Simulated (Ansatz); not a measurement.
**MgF, doublet: energies of several shapes or isomers**

Program: Ansatz, Gaussian basis, development build. Basis def2-SVP, nonrelativistic, 6 orbitals frozen in the corrections; active space CAS(9,6). Restricted Hartree–Fock, then the lowest state-specific CASSCF solution met for each case. The basis is small, far from the limit. On stretched bonds single-reference methods can fail or change state. Unlike active orbitals can shift such differences by tenths of an eV, at times by over 1 eV.

Case A: bond length 2.6250 Å. A bond is stretched, to 1.33 times the sum of the covalent radii.

Case B: bond length 1.7500 Å.

Energy less that of case A, in eV:

```
case  RHF/ROHF  CASSCF
   B    -2.705  -2.520
```

**Question.** What does SC-NEVPT2 give for these differences?

**Answer.** B: -2.139 eV (-49.3 kcal/mol).
